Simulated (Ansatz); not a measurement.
Ansatz (a first-principles code) input:
A basis named .json is the Basis Set Exchange file of that set.

Ansatz 0.2 input:
```yaml
crystal:
  periodic: [false, false, false]
  atoms:
    - {symbol: C, position_ang: [-0.00226556, 0.74468015, -0.37592749]}
    - {symbol: O, position_ang: [0.04576652, 0.09443684, 0.82068210]}
    - {symbol: C, position_ang: [0.04828699, -0.69904179, -0.41916867]}
    - {symbol: H, position_ang: [-0.78219807, 1.46229338, -0.61082909]}
    - {symbol: H, position_ang: [-0.84845617, -1.29597784, -0.55285518]}
    - {symbol: H, position_ang: [0.98839347, -1.19564042, -0.63119565]}
basis:
  gaussian:
    orbitals: aug-cc-pVQZ
    fitting: {mean_field: def2-universal-jkfit, correlation: aug-cc-pVQZ-RIFIT.json}
magnetization: {spin_polarized: true, initial_magnetization: 1}
correlation: {method: mp2, electrons: outside_noble_gas}
```

What final total energy does it print?

-152.88091 Eh (RI-MP2/aug-cc-pVQZ). The basis has 378 functions.

It need not be the lowest isomer of its formula.
